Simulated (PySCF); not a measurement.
Molecule: `[SiH3]C[SiH3]`, CH8Si2.

Geometry (Å), atoms numbered from 1 in this order:
```xyz
11

Si    1.454    0.731    0.012
C     0.226   -0.711   -0.130
Si   -1.605   -0.252    0.070
H     2.822    0.231   -0.164
H     1.175    1.723   -1.028
H     1.341    1.354    1.332
H     0.482   -1.462    0.619
H     0.364   -1.195   -1.098
H    -1.993    0.705   -0.968
H    -1.829    0.335    1.392
H    -2.431   -1.458   -0.063
```

Frames of a GFN2-xTB Langevin trajectory at 300 K; GIAO PBE0/pcSseg-1 shieldings in PySCF, gas phase, non-relativistic; equivalent atoms averaged within each frame.

Shifts are taken against calculated references (same method and geometry level): TMS for 29Si (σref 349.16), 13C (σref 186.93), 1H (σref 31.72). The references are static minima.

Q: How do the shifts (ppm) fluctuate along the trajectory?

A: 
| time (fs) | Si1/Si3 | C2 | H4/H5/H6/H9/H10/H11 | H7/H8 |
| --- | --- | --- | --- | --- |
| optimised geometry | -72.1 | -15.9 | 3.99 | -0.21 |
| 250 | -69.6 | -11.6 | 4.43 | 0.22 |
| 425 | -76.0 | -17.1 | 3.90 | -0.72 |
| 625 | -67.3 | -17.9 | 4.31 | 0.50 |
| 800 | -72.6 | -17.0 | 4.27 | 0.25 |
| 1000 | -66.9 | -9.2 | 4.84 | -0.21 |
| mean of frames | -70.5 | -14.6 | 4.35 | 0.01 |
| standard deviation | 3.8 | 3.9 | 0.34 | 0.48 |

5 frames give an uncertainty of the mean of about the standard deviation over 2.2 at best, since frames this close in time may not be independent; classical motion lacks zero-point vibration, and the reference would need the same averaging.
